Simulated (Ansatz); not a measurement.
# Relaxing a trial structure of ClHSi2

The starting geometry of this gas-phase singlet was optimised with GFN2-xTB.

```yaml
atoms:
  - { symbol: Cl, position_ang: [-3.4493, -1.4466, -0.7656] }
  - { symbol: Si, position_ang: [-0.8230, -0.1489, -1.6873] }
  - { symbol: Si, position_ang: [-2.9050, 0.6179, -1.1900] }
  - { symbol: H, position_ang: [-0.2119, 0.2356, -0.3547] }
```

Q: Where would you expect an optimisation with r2SCAN-D4/def2-SVP to take it?

A: New bonds form, giving a structure with Cl1 bridging Si2 and Si3, H4 bridging Si3 and Si2, given below by its coordinates. Distances that change by over a tenth: Si2–H4 (1.52 → 1.72 Å). Contacts that close: Cl1–Si2 (3.07 → 2.34 Å), Si3–H4 (2.85 → 1.72 Å).

The energy falls by 0.67 eV over 11 steps:

```
step  E − E(last) (eV)
   1             0.672
   2             0.464
   3             0.311
   4             0.290
   5             0.232
   7             0.111
   8             0.025
   9             0.006
  10             0.000
  11             0.000
```

Final geometry (Å):

```xyz
4

Cl   -2.8749   -1.4427   -0.8285
Si   -0.9641   -0.5361   -1.8378
Si   -2.5421    0.8734   -0.9578
H    -1.0080    0.3634   -0.3735
```

Frequencies at the end are all real (lowest 222 cm⁻¹). Run with Ansatz 0.2.0, 13 s on 1 thread of Intel(R) Xeon(R) Platinum 8375C CPU @ 2.90GHz (Ice Lake), on a shared host.
